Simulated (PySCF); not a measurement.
Hydrazine, N₂H₄.
Structure used (PBE0-D3(BJ)/def2-SVP), in Å, numbered top down from 1:
```xyz
6
N2H4 angstrom
N     -0.5697   -0.4041    0.2217
N      0.6686    0.2535    0.1720
H     -1.2055    0.1326    0.8069
H     -1.0122   -0.5060   -0.6933
H      1.4035   -0.4363    0.0375
H      0.7398    0.9298   -0.5896
```

Linear response at PBE0/def2-SVPD (PySCF, frozen core in the response, non-relativistic).

Static isotropic polarisability: 21.65 au (3.21 Å³), principal values 20.0, 20.3, 24.7 au.

What is the polarisability at 1064 nm and at the sodium D line?

21.80 au at 1064 nm (+0.7 %), 22.16 au at 589.3 nm (+2.4 %). The rise at 589.3 nm is 3.36 times that at 1064 nm; a pure ω² law gives 3.26. The lowest singlet lies at 189 nm, shorter than both wavelengths.

What is the isotropic C6 coefficient between two such molecules, C6 = (3/π)∫α(iω)² dω?

218 au (Eh·bohr⁶) by a ten-point quadrature over imaginary frequencies, which is 130 eV·Å⁶ or 12.6 J·nm⁶/mol.

Which effective excitation energy ω̄ makes London's formula C6 = (3/4)α²ω̄ exact here?

ω̄ = 4·C6/(3α²) = 0.620 Eh = 16.9 eV. A one-pole form α(ω) = α/(1 − ω²/ω̄²) fitted to the 1064 nm value gives 13.9 eV. London's choice of the ionisation energy (9.97 eV, ΔSCF at the same level) gives C6 = 129 au, 41 % too low.

How many electrons N does the Slater–Kirkwood formula C6 = (3/4)·√N·α^(3/2) need to give this C6?

N = (4·C6/3)²/α³ = 8.3; the species has 18 electrons in all.

What molar refraction at the D line follows from R = (4π/3)·N_A·α′, with α′ the polarisability volume?

α′ = 3.28 Å³ gives R = 8.28 cm³/mol, for isolated, non-vibrating species.

What does −C6/R⁶ come to at R = 8 Å between centres?

-48 J/mol. This is the leading, orientation-averaged term; C8 and higher terms are left out.

The lowest 10 singlets have (eV, f): 6.57, 0.009; 6.60, 0.015; 7.55, 0.038; 7.57, 0.035; 8.37, 0.000; 8.45, 0.017; 8.79, 0.015; 8.85, 0.113; 10.07, 0.005; 10.09, 0.003. What share of the static polarisability do they carry in the sum over states α = Σ f/ω²?

2.82 au, 13.0 % of α; the largest term, 1.07 au, is that of the state at 8.85 eV. Their oscillator strengths add up to 0.25. Higher states carry the rest.

One conformer stands for the species.
